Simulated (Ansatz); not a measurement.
# C3H4O2: up Jacob's ladder to CCSD(T)

An exercise on one series of results from a longer session: the logs are not shown, and one member is left open.

Method: functionals in def2-TZVPP, the program's frozen cores in correlated methods; program: Ansatz 0.2.0, Gaussian basis.

Levels to be run: LDA (SPW92), PBE-D4, revPBE-D4, BLYP-D4, r2SCAN-D4, B97M-V, PBE0-D4, B3LYP-D4, r2SCANh-D4, r2SCAN0-D4, HSE06-D4, BHLYP-D4, CAM-B3LYP-D4, LC-ωPBE, ωB97X-V, ωB97M-V, B2PLYP, PBE-QIDH; CCSD(T)/def2-SVP; CCSD(T)/def2-TZVPP; MP2/def2-QZVPP; extrapolation to the limit; RPA on PBE.

## Structure used throughout

An earlier PBE0-D4 in a triple-zeta def2 set relaxation fixed the geometry.

9 atoms, charge 0, spin multiplicity 1.

Atoms are counted from 1 here; the program's logs count them from 0.

Bond lengths: C1–C2 1.327 Å, C1–H6 1.084 Å, C1–H7 1.083 Å, C2–C3 1.474 Å, C2–H8 1.083 Å, C3–O4 1.204 Å, C3–O5 1.345 Å, O5–H9 0.967 Å. Angles: C2–C1–H6 121.1°, C2–C1–H7 121.2°, H6–C1–H7 117.7°, C1–C2–C3 124.1°, C1–C2–H8 122.2°, C3–C2–H8 113.8°, C2–C3–O4 123.7°, C2–C3–O5 113.8°, O4–C3–O5 122.5°, C3–O5–H9 106.1°.

Coordinates:

```xyz
9
C3H4O2
C    -0.2650    0.3778   -1.3822
C    -0.1558   -0.5928   -0.4845
C     0.1854   -0.3721    0.9320
O     0.2837   -1.2576    1.7416
O     0.3807    0.9206    1.2482
H    -0.5183    0.1601   -2.4131
H    -0.1042    1.4144   -1.1115
H    -0.3134   -1.6342   -0.7384
H     0.5953    0.9373    2.1906
```

Set-up of the first run:

File in.yaml:

```yaml
crystal:
  periodic: [false, false, false]
  atoms:
    - {symbol: C, position_ang: [-0.264958, 0.377805, -1.382204]}
    - {symbol: C, position_ang: [-0.155815, -0.592756, -0.484451]}
    - {symbol: C, position_ang: [0.185403, -0.372089, 0.932017]}
    - {symbol: O, position_ang: [0.283658, -1.257622, 1.741625]}
    - {symbol: O, position_ang: [0.380713, 0.920642, 1.248236]}
    - {symbol: H, position_ang: [-0.518315, 0.160123, -2.413080]}
    - {symbol: H, position_ang: [-0.104171, 1.414364, -1.111526]}
    - {symbol: H, position_ang: [-0.313413, -1.634155, -0.738408]}
    - {symbol: H, position_ang: [0.595298, 0.937287, 2.190594]}
basis:
  gaussian: {orbitals: def2-TZVPP}
hamiltonian: {xc: lda}
output: {orbitals: {seedname: orbitals}}
```

Command:

```console
ansatz run in.yaml --threads 2 --pin off --events-out ev --progress --plain --max-ram 4352MiB
```

Among the steps run: LDA; PBE-D4 (GGA); revPBE-D4 (GGA); BLYP-D4 (GGA); r2SCAN-D4 (meta-GGA); B97M-V (meta-GGA); PBE0-D4 (hybrid); B3LYP-D4 (hybrid); r2SCANh-D4 (hybrid); r2SCAN0-D4 (hybrid); HSE06-D4 (hybrid); BHLYP-D4 (hybrid); CAM-B3LYP-D4 (range-separated); LC-ωPBE (range-separated); ωB97X-V (range-separated); ωB97M-V (range-separated); B2PLYP (double hybrid); PBE-QIDH (double hybrid).

One of the session's tables, all rows but one given; the rest of the session is left out.

It belongs to the step «Frontier levels by functional». 

| functional | HOMO (eV) | LUMO (eV) | gap (eV) |
| --- | --- | --- | --- |
| LDA (SPW92) | -6.72 | -2.78 | 3.94 |
| PBE-D4 | -6.50 | -2.52 | 3.98 |
| revPBE-D4 | -6.41 | -2.42 | 3.99 |
| BLYP-D4 | -6.42 | -2.39 | 4.03 |
| r2SCAN-D4 | ? | ? | ? |
| B97M-V | -6.96 | -2.26 | 4.70 |
| PBE0-D4 | -8.20 | -1.54 | 6.67 |
| B3LYP-D4 | -7.95 | -1.77 | 6.17 |
| r2SCANh-D4 | -7.48 | -2.00 | 5.48 |
| r2SCAN0-D4 | -8.45 | -1.46 | 6.99 |
| HSE06-D4 | -7.79 | -1.92 | 5.87 |
| BHLYP-D4 | -9.51 | -0.44 | 9.07 |
| CAM-B3LYP-D4 | -9.72 | -0.39 | 9.33 |
| LC-ωPBE | -11.05 | 0.79 | 11.84 |
| ωB97X-V | -10.71 | 0.73 | 11.44 |
| ωB97M-V | -10.66 | 0.65 | 11.31 |

**Question.** Estimate the row for r2SCAN-D4.

Worked estimate for «HOMO (eV)». Against the share of exact exchange, r2SCANh-D4 (0.1, -7.48), r2SCAN0-D4 (0.25, -8.45) give a slope of -6.47 per unit share; at 0 the line stands at -6.83.

**Answer.** HOMO (eV): -6.83; LUMO (eV): -2.36; gap (eV): 4.47. In «HOMO (eV)» the line misses by 0.00.
